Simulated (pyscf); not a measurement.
InH₃ → InH [singlet] + hydrogen (H₂), a 1,1-elimination (singlet surface; H–In, H–In broken, H–H formed). Structures and frequencies: ωB97X-D3(BJ)/def2-SVP in PySCF. Energies in kcal/mol from the reactant's lowest minimum found.

AM1 to PM7: differences of heats of formation from MOPAC, which are fitted to 298 K values and so differ in kind from electronic energies by zero-point and thermal terms. 

Task: Quick PM7 single points give ΔE‡ = 64.9 kcal/mol and ΔE = -47.3 kcal/mol. What does ωB97M-D3(BJ)/def2-TZVP give, and how far is the quick result from it?

Result: ωB97M-D3(BJ)/def2-TZVP gives ΔE‡ = 57.0 kcal/mol and ΔE = +3.8 kcal/mol. PM7 lies 7.9 kcal/mol over it in the barrier and 51.1 kcal/mol under it in the reaction energy, so on this step it does not hold to within 3.0 kcal/mol. ωB97M-D3(BJ)/def2-TZVP has limits of its own. This is the saddle that the search found; another between the same sides may lie lower. In the def2 sets elements past Kr carry core potentials, without spin-orbit coupling.
